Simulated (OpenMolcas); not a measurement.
# One shape, several levels: doublet [H2S2]+

Aim: a comparison of 6 runs (UHF/def2-TZVPP, U-revPBE/def2-TZVPP, UM06-L/def2-TZVPP, UPBE0/def2-TZVPP, UTPSS/def2-TZVPP, ROMP2/def2-TZVPP) of doublet [H2S2]+. 

The calculation is run with OpenMolcas 26.06.

1 further run of the same task is left out (set aside as unsound or not needed).

### Step 1. The structure to begin with

[H2S2]+: 4 atoms, total charge +1, spin state doublet. SMILES of the parent species: `SS`. Geometry: relaxed at PBE0-D4/def2-TZVP. That shape belongs to the parent species and isn't relaxed for this state.

Bond lengths: S1–S2 2.046 Å, S1–H3 1.347 Å, S2–H4 1.347 Å. Angles: S1–S2–H4 98.6°, S2–S1–H3 98.6°.

### Step 2. A single-point energy at UHF/def2-TZVPP (run 1)

The input, calc.inp:

```
&GATEWAY
  BasLib=$CurrDir
  Coord
  4
  angstrom
  S        0.784480      -0.789210       0.166690
  S        0.060220       1.121560       0.067360
  H       -0.225420      -1.352590       0.856880
  H       -0.619290       1.020250      -1.090950
  Basis=def2-TZVPP
  Group=NoSym

&SEWARD

&SCF
  UHF
  Charge=1
  Spin=2
  Thresholds=1e-10 1e-07 1e-07 1e-05
  PrOrbitals=1 2
```

The basis set def2-TZVPP is read from a file made from the Basis Set Exchange's data (not shown).

On the command line:

```bash
$ export MOLCAS_MEM=1860
$ pymolcas calc.inp > calc.log
```

Log:

```text
--- Start Module: gateway ---
[...]
--- Stop Module: gateway /rc=_RC_ALL_IS_WELL_ ---
--- Start Module: seward ---
[...]
      Basis functions          112
--- Stop Module: seward /rc=_RC_ALL_IS_WELL_ ---
[...]
--- Start Module: scf ---
[...]
       Convergence after  28 Iterations
[...]
::    Total SCF energy                               -795.9052455907
[...]
      Total spin, S                                     0.5312778223
[...]
      Total electronic charge=   33.000000
      Total            charge=    1.000000
[...]
      Dipole Moment (debye):
      Origin of the operator (angstrom)=    0.3965    0.1560    0.1099
                   X= -1.7858E+00               Y= -7.0261E-01               Z= -4.9483E-01           Total=  1.9818E+00
      Center of Charge (angstrom)
[...]
--- Stop Module: scf /rc=_RC_ALL_IS_WELL_ ---
[...]
```

It took 21 s on 1 thread of Arm Neoverse V2, shared host; peak memory 0.67 GiB.

### Step 3. The energy at U-revPBE/def2-TZVPP (run 2)

The input, job.input:

```
&gateway
 baslib = $CurrDir
 basisset
 S.def2-TZVPP....
 S1 0.784480 -0.789210 0.166690 angstrom
 S2 0.060220 1.121560 0.067360 angstrom
 End of Basis
 basisset
 H.def2-TZVPP....
 H3 -0.225420 -1.352590 0.856880 angstrom
 H4 -0.619290 1.020250 -1.090950 angstrom
 End of Basis

&seward
 gridinput
 Grid=UltraFine
 End of Grid

&scf
 uhf
 charge = 1
 spin = 2
 ksdft = revPBE
 thresholds = 1e-10 1e-07 1e-07 1e-05
 prorbitals = 1
```

The basis set def2-TZVPP is read from a file made from the Basis Set Exchange's data (not shown).

On the command line:

```bash
$ export MOLCAS_MEM=1860
$ pymolcas job.input > job.log
```

Log:

```text
--- Start Module: gateway ---
[...]
--- Stop Module: gateway /rc=_RC_ALL_IS_WELL_ ---
--- Start Module: seward ---
[...]
      Basis functions          112
--- Stop Module: seward /rc=_RC_ALL_IS_WELL_ ---
[...]
--- Start Module: scf ---
[...]
       Convergence after  37 Iterations
[...]
::    Total KS-DFT energy                            -797.1137258376
[...]
      Total spin, S                                     0.5016455812
[...]
      Total electronic charge=   33.000000
      Total            charge=    1.000000
[...]
      Dipole Moment (debye):
      Origin of the operator (angstrom)=    0.3965    0.1560    0.1099
                   X= -1.5918E+00               Y= -6.2626E-01               Z= -4.4106E-01           Total=  1.7665E+00
      Center of Charge (angstrom)
[...]
--- Stop Module: scf /rc=_RC_ALL_IS_WELL_ ---
[...]
```

Wall time 70 s (1 thread of Arm Neoverse V2, shared host); peak memory 0.67 GiB.

Runs 3 to 5 aren't shown in full; the table further down has their settings and results.

### Step 4. A single-point energy at ROMP2/def2-TZVPP (run 6)

The input, test.input:

```
>>> EXPORT MOLCAS_PRINT=2

&GATEWAY
  BASLIB
  $CurrDir
  COORD
  4
  angstrom
  S        0.784480      -0.789210       0.166690
  S        0.060220       1.121560       0.067360
  H       -0.225420      -1.352590       0.856880
  H       -0.619290       1.020250      -1.090950
  BASIS
  def2-TZVPP
  GROUP
  NoSym

&SEWARD

&SCF
  UHF
  CHARGE
  1
  SPIN
  2
  THRESHOLDS
  1e-10 1e-07 1e-07 1e-05
  PRORBITALS
  1 1

&RASSCF
  FILEORB
  $Project.UnaOrb
  SPIN
  2
  NACTEL
  1 0 0
  INACTIVE
  16
  RAS2
  1
  OUTORBITALS
  Canonical
  ORBLISTING
  NoCore

&CASPT2
  IPEA
  0.0
  FROZEN
  10
```

The basis set def2-TZVPP is read from a file made from the Basis Set Exchange's data (not shown).

On the command line:

```bash
$ export MOLCAS_MEM=1860
$ pymolcas test.input > test.log
```

Log:

```text
--- Start Module: gateway ---
[...]
--- Stop Module: gateway /rc=_RC_ALL_IS_WELL_ ---
[...]
      Basis functions          112
[...]
       Convergence after  28 Iterations
[...]
::    Total SCF energy                               -795.9052455907
[...]
      Total spin, S                                     0.5312778223
[...]
--- Start Module: rasscf ---
[...]
      Number of active orbitals                  1
[...]
      Spin quantum number                      0.5
[...]
      Active orbitals                            1
[...]
      Number of CSFs                             1
[...]
      Number of root(s) required                 1
[...]
      Convergence after 16 iterations
[...]
      printout of CI-coefficients larger than  0.05 for root  1
      energy=    -795.895317
      conf/sym  1     Coeff  Weight
             1  u   1.00000 1.00000
      Natural orbitals and occupation numbers for root  1
      sym 1:   1.000000
      ************************************************************************************************************************
      *                                                    Final results                                                     *
[...]
::    RASSCF root number  1 Total energy:   -795.89531653
[...]
      Total electronic charge=   33.000000
      Total            charge=    1.000000
[...]
      Dipole Moment (debye):
      Origin of the operator (angstrom)=    0.3965    0.1560    0.1099
                   X= -1.7687E+00               Y= -6.9590E-01               Z= -4.9009E-01           Total=  1.9628E+00
      Center of Charge (angstrom)
[...]
--- Stop Module: rasscf /rc=_RC_ALL_IS_WELL_ ---
[...]
--- Start Module: caspt2 ---
[...]
      E2 (Variational):          -0.3573916339
      Total energy:            -796.2527081653
[...]
      Reference weight:           0.85618
[...]
::    CASPT2 Root  1     Total energy:   -796.25270817
[...]
```

It took 36 s on 1 thread of Arm Neoverse V2, shared host; peak memory 0.67 GiB.

### Step 5. The series

| run | level | integration grid | frozen core orbitals | energy (Eh) | HOMO energy (eV) | LUMO energy (eV) | ⟨S²⟩ | wall time |
| --- | --- | --- | --- | --- | --- | --- | --- | --- |
| 1 | UHF/def2-TZVPP | – | – | -795.905246 | -16.28 | -8.40 | 0.814 | 21 s |
| 2 | U-revPBE/def2-TZVPP | UltraFine | – | -797.113726 | -13.25 | -13.16 | 0.753 | 70 s |
| 3 | UM06-L/def2-TZVPP | UltraFine | – | -797.238757 | -13.34 | -13.19 | 0.754 | 1.9 min |
| 4 | UPBE0/def2-TZVPP | UltraFine | – | -796.967778 | -14.28 | -12.34 | 0.758 | 44 s |
| 5 | UTPSS/def2-TZVPP | UltraFine | – | -797.301433 | -13.35 | -13.18 | 0.755 | 86 s |
| 6 | ROMP2/def2-TZVPP | – | 10 | -796.252708 | – | – | – | 36 s |

### Step 6. What came out

| quantity | value |
| --- | --- |
| run 6: total energy | -796.25271 Eh |

What this shows: Totals of different functionals can't be ranked against each other. All runs together took 6.1 min, the longest 1.9 min.
